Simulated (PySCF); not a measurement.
GeH2⁺, doublet: the ladder up to full CI

Geometry: that of the GeH2, triplet, kept fixed.

```json
{"atom": "Ge", "x (Å)": "0.0000", "y (Å)": "-0.0208", "z (Å)": "0.0000"}
{"atom": "H", "x (Å)": "0.0000", "y (Å)": "0.7490", "z (Å)": "-1.3344"}
{"atom": "H", "x (Å)": "0.0000", "y (Å)": "0.7490", "z (Å)": "1.3344"}
```

Basis cc-pVDZ; PySCF 2.14.0. Only valence electrons are correlated (noble-gas cores and the filled d shells of p-block atoms frozen), which leaves 5 electrons in 23 orbitals. R marks a restricted (for open shells ROHF) determinant, U an unrestricted one. No spin–orbit coupling is included, and no scalar relativity.

Full CI is exact within this basis and frozen core; it isn't the basis-set limit. The frozen core follows each run's orbitals, which can shift R against U totals by a few meV for light atoms and by up to 0.1 eV past Ca.

* UHF ⟨S²⟩: 0.757
* T1 diagnostic (ROHF- or RHF-based CCSD): 0.0199
* largest doubles amplitude (ROHF- or RHF-based CCSD): 0.055

```json
{"level": "RMP2", "E − E(RHF) (eV)": "-1.6553"}
{"level": "RCCSD", "E − E(RHF) (eV)": "-2.2049"}
{"level": "RCCSD(T)", "E − E(RHF) (eV)": "-2.2420"}
```

Question: Estimate how far full CI in cc-pVDZ lies from RCCSD(T). The table doesn't fix it; the size of (T) and the diagnostics are the guide.

Answer: Full CI in cc-pVDZ lies 1.4 kJ/mol below RCCSD(T), which is 38 % of the (T) step (-3.6 kJ/mol). The diagnostics give no warning, yet the rest is a sizeable part of (T).

The other levels:

```
 level  E − E(full CI) (kJ/mol)  share of correlation (%)  wall time
RCCSDT                      0.1                     99.97      2.2 s
```

The correlation energy at full CI, counted from RHF, is -2.256 eV. Full CI, over all symmetries tried, took 5.5 s on 1 thread of Arm Neoverse V1, shared host; the state has 113,250 determinants.

Run but not shown, since their state, orbitals or frozen core can't be matched to the reference's or they repeat it: UHF, UMP2, UCCSD, UCCSD(T).

Times are those of the correlated step on a shared host, with one SCF added for the restricted CCSD run; they ran on 1 thread of Arm Neoverse V1.

The full-CI state has the irrep A1 of C2v, in the program's axes.

Natural occupations of full CI about the gap: 1.956 1.944 0.991 0.030 0.022 0.019 0.007 0.007 0.005 0.004; effectively unpaired electrons, Σ n²(2−n)², 1.03.
